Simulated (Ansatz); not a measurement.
# BeS+ (doublet): from Hartree-Fock to the top rungs at distance S1–Be2 = 1.843 Å, cc-pVDZ

How much of the correlation energy of BeS+ (doublet) does each wave-function method recover here?

Program: Ansatz 0.2.0, Gaussian basis. Level of theory: cc-pVDZ, core rule «outside noble gas», up to 6 orbitals frozen. These are calculated values, not measurements.

To be run: UHF; CCSD(T) on ROHF; CCSD(T) on UHF; BCCD(T) on ROHF; CISD; CCSDT(Q) on ROHF; CCSDT(Q) on UHF; CASSCF and MRCISD+Q, 3 electrons in 3 orbitals; CASSCF and NEVPT2, 3 electrons in 3 orbitals; Full CI.

39 further runs of the same task are left out: 22 for a known fault of the program, 12 that didn't finish, 5 set aside as unsound or not needed.

### 1 The system

The geometry derives from a PBE0/def2-TZVP stationary point (not a proven minimum). One bond is set to the value named and the two fragments are kept rigid.

2 atoms, charge 1, spin multiplicity 2.

Atoms are counted from 1 here; the program's logs count them from 0.

Bond lengths: S1–Be2 1.843 Å.

### 2 UHF

The input, in.yaml:

```yaml
crystal:
  periodic: [false, false, false]
  atoms:
    - {symbol: S, position_ang: [0.000000, 0.000000, 0.000000]}
    - {symbol: Be, position_ang: [0.000000, 0.000000, 1.842500]}
basis:
  gaussian: {orbitals: cc-pVDZ}
total_charge: 1
magnetization: {spin_polarized: true, initial_magnetization: 1}
hamiltonian: {xc: hf}
output: {orbitals: {seedname: orbitals}}
```

Launch:

```
> ansatz run in.yaml --threads 1 --pin off --events-out ev --progress --plain --max-ram 2393MiB
```

After this run come: CCSD(T) on ROHF; CCSD(T) on UHF; BCCD(T) on ROHF; CISD; CCSDT(Q) on ROHF; CCSDT(Q) on UHF; CASSCF and MRCISD+Q, 3 electrons in 3 orbitals; CASSCF and NEVPT2, 3 electrons in 3 orbitals; Full CI.

**Question.** What will the summary of the whole plan be? Wanted: FCI from the RHF energy; RMP2 from FCI; UMP2 from FCI; RCCSD from FCI; RCCSD(T) from FCI; UCCSD(T) from FCI; RCCSDT(Q) from FCI; UCCSDT(Q) from FCI; NEVPT2 pair from FCI.

**Answer**, as computed:

| quantity | value |
| --- | --- |
| FCI from the ROHF energy | -4.1137 eV |
| RMP2 from FCI | +66.0 kJ/mol |
| UMP2 from FCI | +67.2 kJ/mol |
| RCCSD from FCI | +15.5 kJ/mol |
| RCCSD(T) from FCI | +3.0 kJ/mol |
| UCCSD(T) from FCI | +3.0 kJ/mol |
| RCCSDT(Q) from FCI | +0.1 kJ/mol |
| UCCSDT(Q) from FCI | -0.1 kJ/mol |
| NEVPT2 pair from FCI | +57.9 kJ/mol |
| MRCISD+Q pair from FCI | +1.5 kJ/mol |
| levels within 1 kcal/mol (43 meV) | RCCSD(T), UCCSD(T), BCCD(T), RCCSDT, UCCSDT, RCCSDT(Q), UCCSDT(Q), MRCISD+Q pair |
| T1 diagnostic | 0.025 |
| effectively unpaired electrons | 1.06 |

RCCSD(T) lands +3.0 kJ/mol from the yardstick (0.8 % of the correlation energy). One determinant dominates. Of the multireference levels listed MRCISD+Q pair comes nearest in total energy (+1.5 kJ/mol), which doesn't show that its space is the better one. These misses are within one basis, not against nature; the frozen cores of restricted and unrestricted runs differ, which can shift their rows.

Levels on UHF freeze UHF's core orbitals, full CI those of ROHF, so the U rows can settle a little off it for that reason alone.

With open shells the CI space here admits some triples and quadruples, so it is larger than plain CISD.
